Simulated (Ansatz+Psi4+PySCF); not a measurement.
**singlet CHN: levels of theory in one basis**

```xyz
3

C     0.0803    0.6203    0.0000
N     0.0803   -0.5681    0.0000
H    -1.0441    0.2551    0.0000
```

Basis set: cc-pVTZ (spherical functions). Correlated methods keep 2 orbitals frozen. Charge 0, multiplicity 1.

Computed with Ansatz (development build ahead of 0.2.0) and Psi4 1.11; each method stands on the lowest determinant of its kind that the runs found.

| method | E − E(RHF) (eV) | <S²> of the determinant |
| --- | --- | --- |
| RHF | 0.00 | 0.00 |
| RHF-MP2 | -9.19 | – |
| RHF-CCSD | -9.47 | – |
| RHF-CCSD(T) | -9.98 | – |

Caution: stretched shape with no unrestricted run beside it, a lower state can exist.
